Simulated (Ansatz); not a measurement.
**Worked example: correlation energy of HBeP, singlet**

Geometry: a point of a breathe scan, not a stationary point.

```json
{"atom": "P", "x (Å)": "0.0000", "y (Å)": "0.0000", "z (Å)": "-2.6614"}
{"atom": "Be", "x (Å)": "0.0000", "y (Å)": "0.0000", "z (Å)": "0.3455"}
{"atom": "H", "x (Å)": "0.0000", "y (Å)": "0.0000", "z (Å)": "2.3159"}
```

Basis 6-31G; Ansatz 0.2.0. Only valence electrons are correlated (noble-gas cores frozen), which leaves 8 electrons in 18 orbitals. R marks a restricted (for open shells ROHF) determinant.

Full CI is exact within this basis and frozen core; it isn't the basis-set limit.

The determinant fills πx and πy unequally, so it is a mixture of Σ and Δ, which weighs on every level built on one determinant.

RHF is unstable: UHF (⟨S²⟩ = 1.63) lies 1.49 eV below the lowest RHF solution. Higher spins weren't run at this geometry and may lie near or lower.

RCCSD has a T1 diagnostic of 0.025 and a largest doubles amplitude of 0.46.

Runs differ by some tens of microhartree through their thresholds, so steps under 0.03 kcal/mol mean nothing.

```tsv
level	total energy (hartree)
RHF	-355.699368
RMP2	-355.767550
RCCSD	-355.804562
RCCSD(T)	-355.809790
RCCSDT*	-355.813362
RCCSDT(Q)*	-355.814221
RCCSDTQ*	-355.814219
full CI	-355.814266
```

Q: What is the correlation energy at full CI, and what share of it do RMP2 and RCCSDT recover?

A: E(corr) = -355.814266 − (-355.699368) = -0.114898 hartree = -3.127 eV. RMP2: -0.068182 / -0.114898 = 59.34 %. RCCSDT: -0.113994 / -0.114898 = 99.21 %.

Q: By how many kcal/mol does RCCSD(T) miss full CI (1 hartree = 627.509 kcal/mol), and which steps make up the rest?

A: -355.809790 − (-355.814266) = 0.004476 hartree = 2.81 kcal/mol. Steps: RCCSDT − RCCSD(T) = -2.24, RCCSDT(Q) − RCCSDT = -0.54, RCCSDTQ − RCCSDT(Q) = 0.00, full CI − RCCSDTQ = -0.03 kcal/mol. With more than one leading determinant such errors change with state and geometry, and needn't cancel in differences.

An asterisk marks runs whose energy the program itself flagged as in doubt.
